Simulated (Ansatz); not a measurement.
`CSC(F)(F)F` → `[CH2]` (triplet) + `FC(F)(F)S` at 500 K and 1 bar (formal loss of a carbene).

Calculated with Ansatz (gas phase, PBE0-D4/def2-TZVP geometries, no zero-point term in ΔE). CCSD(T)/CBS adds triple-zeta CCSD(T) − MP2 to the extrapolated MP2 energy (def2 sets, frozen cores). This one scheme is used for every species. Triplets are unrestricted, without spin–orbit coupling. Each species was taken in one conformer, which may not be the lowest.

| species | CCSD(T)/CBS energy (Eh) | H − E (kJ/mol) | S (J/(mol·K)) |
| --- | --- | --- | --- |
| `CSC(F)(F)F` | -775.05641 | 183.0 | 399.7 |
| `[CH2]` (triplet) | -39.09499 | 62.7 | 213.9 |
| `FC(F)(F)S` | -735.79424 | 95.6 | 351.2 |

H − E and S are ideal-gas, rigid-rotor, harmonic terms from PBE0-D4/def2-TZVP, for one conformer and one mirror image of each species, with the whole ground term of open shells counted as degenerate. 1 Eh = 2625.50 kJ/mol, R = 8.31446 J/(mol·K).

Problem. By hand: ΔE, ΔH, ΔS and ΔG.

Solution. ΔE = (-39.09499) + (-735.79424) − (-775.05641) = 0.16718 Eh = 438.9 kJ/mol. Δ(H − E) = 62.7 + 95.6 − 183.0 = -24.7, so ΔH = 414.2 kJ/mol. ΔS = 213.9 + 351.2 − 399.7 = 165.4 J/(mol·K). ΔG = 414.2 − 500 × (165.4)/1000 = 331.5 kJ/mol.

Problem. By hand: the equilibrium constant, and the temperature at which ΔG would vanish if ΔH and ΔS stayed fixed.

Solution. log₁₀ K = −ΔG/(RT ln 10) = -34.6. ΔG = 0 at ΔH/ΔS = 2504 K, far beyond where these terms or the molecules hold.

The number of gas molecules changes by +1, which sets the sign of ΔS. A doubt of 5 kJ/mol in ΔE shifts log₁₀ K by 0.5 here. Other conformers and mirror images would add mixing entropy, several J/(mol·K) or more a flexible species. A triplet takes part, so the spin changes. These are equilibria of isolated gas molecules and say nothing of rates. Largest T1 diagnostic: 0.012 (customary marks: 0.02 for closed shells, 0.045 for open ones).
